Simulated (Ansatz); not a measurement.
Cubic Cu3N was calculated with PBE-D3(BJ) (plane waves, PAW; Ansatz, a program for electronic structure).

Run with plane-wave cutoff 500 eV, 10×10×10 k mesh, Fermi–Dirac smearing 0.05 eV, no spin polarisation, scalar-relativistic PAW data made under PBE.

Computed at the level's own relaxed cell.

Question: What does this level give for the volume per atom, equilibrium lattice constant a and band gap?

Answer: 
volume per atom: 13.53 Å³/atom
equilibrium lattice constant a: 3.782 Å
band gap: 0.11 eV (under three smearing widths, so not firm)

It cost very roughly 50 core-seconds of CPU time.
